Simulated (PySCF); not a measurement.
Nitrogen: a sound run and one with changed settings

Sound run: N [He] 2s2 2p3, N⁺ [He] 2s2 2p2. All numbers are calculated (PySCF 2.14, the spin-free X2C one-electron Hamiltonian (Gaussian nucleus), in x2c-SVPall (3s2p1d, 14 functions)). The sound run starts from symmetry-adapted Hartree-Fock orbitals and uses a fine grid where one is needed.

A second run was set up differently.

| species | method | sound run (hartree) | changed run (hartree) | converged |
| --- | --- | --- | --- | --- |
| N | UHF | -54.36545 | -54.36545 | yes |
| N | M06-L | -54.56414 | -54.56414 | yes |
| N | r2SCAN | -54.54481 | -54.54481 | yes |
| N⁺ | UHF | -53.84987 | -53.84987 | yes |
| N⁺ | M06-L | -54.01872 | -54.01867 | yes |
| N⁺ | r2SCAN | -53.99865 | -54.00004 | yes |

Ionisation energy of N:

```json
{"method": "UHF", "sound run (eV)": "14.030", "changed run (eV)": "14.030"}
{"method": "M06-L", "sound run (eV)": "14.842", "changed run (eV)": "14.843"}
{"method": "r2SCAN", "sound run (eV)": "14.862", "changed run (eV)": "14.824"}
```

Q: What was changed?
A. angular grid far too coarse
B. minimal basis
C. too few SCF iterations
D. a valence shell is frozen

A: A. It used 26 angular points. A coarse angular grid integrates products of high-l functions wrongly, so density functionals can shift, and the SCF can exploit the error; Hartree-Fock and MP2 need no grid.
